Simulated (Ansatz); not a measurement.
# AlN₂+ (triplet): the correlation ladder, def2-TZVPP

The task here is to estimate one member of a computed series from the others.

Program: Ansatz 0.2.0, Gaussian basis. Level of theory: def2-TZVPP, core rule «outside noble gas», up to 7 orbitals frozen. These are calculated values, not measurements.

Plan: UHF; ROHF; CCSD(T) on UHF.

## What is computed

The geometry is a PBE0/def2-TZVP stationary point (not a proven minimum) of the parent state, kept for this charge and spin.

3 atoms, charge 1, spin multiplicity 3.

Atoms are counted from 1 here; the program's logs count them from 0.

Bond lengths: N1–Al2 1.795 Å, Al2–N3 1.795 Å. Angles: N1–Al2–N3 180.0°.

The first run:

Contents of in.yaml:

```yaml
crystal:
  periodic: [false, false, false]
  atoms:
    - {symbol: N, position_ang: [0.000000, 0.000000, 1.795300]}
    - {symbol: Al, position_ang: [0.000000, 0.000000, 0.000000]}
    - {symbol: N, position_ang: [0.000000, 0.000000, -1.795300]}
basis:
  gaussian: {orbitals: def2-TZVPP}
total_charge: 1
magnetization: {spin_polarized: true, initial_magnetization: 2}
hamiltonian: {xc: hf}
output: {orbitals: {seedname: orbitals}}
```

Started as:

```bash
$ ansatz run in.yaml --threads 1 --pin off --events-out ev --progress --plain --max-ram 4096MiB --backend cpu
```

Among the steps run: UHF; ROHF; CCSD(T) on UHF.

One of the session's tables, all rows but one given; the rest of the session is left out.

It belongs to the step «Misses and costs». 

```
  method  from UCCSD(T) (kcal/mol)
    ROHF                   +264.66
     UHF                   +217.84
    UMP2                    +37.54
   UCCSD                         ?
UCCSD(T)                         0
```

**Question.** Estimate the row for UCCSD.

The run gave: from UCCSD(T) (kcal/mol): +10.35. In the column «from UCCSD(T) (kcal/mol)» it lies between UCCSD(T) (0) and UMP2 (+37.54).

The program flags UCCSD(T) as in doubt (see the logs), so the zero of the table is itself unsure.

Limits of these values: The determinant is far from a pure spin state, so its energy mixes those of several spin states (harmless only where they are near-degenerate, as at dissociation). The program flags UCCSD(T) as in doubt, so the zero of the table is itself unsure.
